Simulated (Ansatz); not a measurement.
Input for Ansatz (a first-principles code): R-CCSD(T)/cc-pVDZ on FCH3Fts, charge -1. Charge -1.

Ansatz 0.2 input:
```yaml
crystal:
  periodic: [false, false, false]
  atoms:
    - {symbol: F, position_ang: [0.00309800, -0.01889200, -0.01545600]}
    - {symbol: C, position_ang: [-0.00014900, -0.00014000, 1.80785700]}
    - {symbol: H, position_ang: [1.06944900, 0.00170800, 1.80976100]}
    - {symbol: H, position_ang: [-0.53660700, 0.92513300, 1.79693500]}
    - {symbol: H, position_ang: [-0.53260100, -0.92778300, 1.81705800]}
    - {symbol: F, position_ang: [-0.00319100, 0.01997400, 3.63184500]}
basis:
  gaussian:
    orbitals: cc-pVDZ
total_charge: -1
magnetization: {spin_polarized: false}
correlation: {method: ccsd_t, electrons: outside_noble_gas}
scf: {lower_state_search: off}
```

The log:

```
Functional definition: HF
[...]
these checks for a lower state are left out or cut short: stability, starts, cluster_reference, orbital_swaps, neighbouring_geometries, increment
integrals: 0.02 GiB planned
517 factors; integrals over basis functions are off by at most 1.2e-3 eV
mean field: 0.08 GiB planned
mean field evaluation 1: about -6486.5880 eV, gradient 2.1e1 eV
mean field evaluation 2: about -6486.5902 eV, gradient 2.1e1 eV
mean field evaluation 4: about -6487.7319 eV, gradient 2.6e0 eV
mean field evaluation 8: about -6487.7491 eV, gradient 1.2e-4 eV
mean field -6487.74914157 eV, -238.4203833983 hartree, gradient 7.3e-7 eV, S^2 0.000000; 0 other end points of the search recorded, 0 dependent functions left out
3 core orbitals not correlated
reference -6487.74914157 eV, -238.4203833983 hartree; 11, 11 occupied and 43, 43 virtual orbitals, 517 factors
second order -14.53384776 eV of doubles, -0.00000000 eV of singles
coupled cluster: 0.11 GiB planned
cycle   1  -14.71013734 eV  change   -1.8e-1 eV  update   9.9e-2
cycle   2  -15.05621728 eV  change   -3.5e-1 eV  update   3.3e-2
cycle   3  -15.18722492 eV  change   -1.3e-1 eV  update   2.0e-2
cycle   4  -15.17985927 eV  change    7.4e-3 eV  update   5.5e-3
cycle   5  -15.17348949 eV  change    6.4e-3 eV  update   1.9e-3
cycle   6  -15.17392477 eV  change   -4.4e-4 eV  update   5.9e-4
cycle   7  -15.17377808 eV  change    1.5e-4 eV  update   1.6e-4
cycle   8  -15.17365288 eV  change    1.3e-4 eV  update   6.9e-5
cycle   9  -15.17368954 eV  change   -3.7e-5 eV  update   2.8e-5
cycle  10  -15.17370173 eV  change   -1.2e-5 eV  update   8.8e-6
perturbative correction -0.27670964 eV, -0.0101688916 hartree
Total energy: -6503.19955294 eV, -238.9881755435 hartree
Checks for a lower state left out: stability, starts, cluster_reference, orbital_swaps, neighbouring_geometries, increment
```

The run converged.

Cost: very roughly 2.7 core-seconds.
